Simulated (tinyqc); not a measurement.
A ladder of methods, and size consistency: correlation methods against full CI in the sto-6g basis, for H2O, spin multiplicity 1. Computed by the program tinyqc with PySCF. All electrons correlated; +Q is the Davidson correction (1 - c0^2) E_corr. The last columns treat two copies 100 angstrom apart as one system. FCI is the lowest singlet.

Geometry (angstrom):

| atom | x | y | z |
|---|---|---|---|
| O | 0.0000 | 0.0000 | 0.0000 |
| H | 0.0000 | 0.6610 | 0.5900 |
| H | 0.0000 | -0.6610 | 0.5900 |

RHF energy of one = -75.652553 hartree

Correlation energies (hartree):

| method | E_corr of one | share of FCI (%) | E_corr of two at 100 angstrom | two minus twice one (mhartree) |
|---|---|---|---|---|
| MP2 | -0.031560 | 73.4491 | -0.063119 | 0.0000 |
| CISD | -0.042493 | 98.8951 | -0.083366 | 1.6199 |
| CISD+Q | -0.043336 | 100.8562 | -0.086482 | 0.1900 |
| CCSD | -0.042886 | 99.8092 | -0.085772 | 0.0000 |
| CCSD(T) | -0.042936 | 99.9257 | -0.085872 | 0.0000 |
| FCI | -0.042968 | 100.0000 | - | - |

What does the comparison show, and why?

MP2 recovers 73 %, CISD 98.9 % and CCSD 99.8 % of the FCI value (c0^2 = 0.980 in CISD). MP2 and coupled cluster are size consistent, so their last column vanishes; CISD loses 1.62 mhartree, since a double excitation on each copy is a quadruple of the pair, and the Davidson correction leaves +0.19.
